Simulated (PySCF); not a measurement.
This PySCF input (M06-2X/6-311++G(3df,3pd)) gives -117.88132 Eh with 225 basis functions.

```python
import numpy as np, basis_set_exchange as bse
from pyscf import gto, scf, dft, df

basis = {'C': gto.basis.parse(bse.get_basis('6-311++G(3df,3pd)', elements=['C'], fmt='nwchem')), 'H': gto.basis.parse(bse.get_basis('6-311++G(3df,3pd)', elements=['H'], fmt='nwchem'))}
mol = gto.M(
    atom='''
    C     1.28821393    0.13704514    0.01192045
    C     0.00466619    0.47258385    0.00111358
    H     1.60232982   -0.90099925    0.01239769
    H     2.07098219    0.88456380    0.02066987
    H    -0.26121508    1.52666987    0.00110742
    C    -1.13838143   -0.49205935   -0.01137507
    H    -0.78875001   -1.52536103   -0.01056700
    H    -1.78307485   -0.34713453    0.86039285
    H    -1.76726422   -0.34315674   -0.89395457
    ''',
    basis=basis,
    charge=0,
    verbose=4,
    max_memory=8640,
)
mf = dft.RKS(mol, xc='m062x')
mf.grids.level = 4
mf = mf.density_fit(auxbasis=df.autoaux(mol))
mf.conv_tol = 1e-9
mf.max_cycle = 100
print('smallest overlap eigenvalue', np.linalg.eigvalsh(mol.intor('int1e_ovlp'))[0])
mf.kernel()
dip = mf.dip_moment()
```

Change:
```diff
- basis = {'C': gto.basis.parse(bse.get_basis('6-311++G(3df,3pd)', elements=['C'], fmt='nwchem')), 'H': gto.basis.parse(bse.get_basis('6-311++G(3df,3pd)', elements=['H'], fmt='nwchem'))}
+ basis = {'C': gto.basis.parse(bse.get_basis('cc-pVTZ', elements=['C'], fmt='nwchem')), 'H': gto.basis.parse(bse.get_basis('cc-pVTZ', elements=['H'], fmt='nwchem'))}
```

Problem. What does the run give now?

Solution. -117.88406 Eh (M06-2X/cc-pVTZ, 174 functions), a change of -2.74 mEh.
